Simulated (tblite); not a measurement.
Write Cartesian coordinates for InChI=1S/C5H7F/c1-4(6)5-2-3-5/h2,4H,3H2,1H3/q+1/t4-/m1/s1 as optimised with GFN2-xTB. (Charge +1 and doublet state.)

```
atom  x, y, z in Å
C1    -1.8213   -0.1909   -0.5324
C2    -0.7741    0.0339    0.5686
F3    -0.8552   -0.9395    1.5149
C4     0.5891    0.1952    0.1135
C5     1.5128    0.7954   -0.6609
C6     1.9816   -0.2963    0.1946
H7    -1.7566    0.5864   -1.2871
H8    -2.8152   -0.1870   -0.0913
H9    -1.6512   -1.1663   -0.9869
H10   -1.0556    0.9843    1.0786
H11    1.7747    1.5581   -1.3594
H12    2.6392   -0.0843    1.0432
H13    2.2275   -1.2885   -0.1969
```

Orientation and origin are arbitrary. Atoms count from 1 in this order. C5 (carbon bonded to 2 C and H) is planar (angles 149.7°, 146.8° and 63.3°, sum 359.9°, 0.02 Å off the plane of its three neighbours). C4 (carbon bonded to 3 C) has angles 151.3°, 146.4° and 62.2°, sum 360.0°, 0.01 Å off the plane of its three neighbours. The C–C distances run from 1.347 Å (C4–C5, drawn single) to 1.536 Å (C1–C2, drawn single), a spread of 0.189 Å. The 3-membered ring C4–C5–C6 has internal angles of 54.5° to 63.3°.

Bonds between heavy atoms (Å): C1–C2 1.536, C2–F3 1.360, C2–C4 1.446, C4–C5 1.347, C5–C6 1.464, C4–C6 1.479.

Structure optimised with GFN2-xTB, isolated species. This method treats the open shell by occupation alone, without spin polarisation.

Point group: C1 (no symmetry element, even within 0.4 Å). Its GFN2-xTB frequencies are all real (lowest 79 cm⁻¹). Torsions: C1–C2–C4–C5 53°. 3 starts were optimised and ended at 0.00, 0.21 and 0.22 kcal/mol (GFN2-xTB); the lowest of these is shown.

One conformer stands for the species.

The numbers are calculated, not measured.
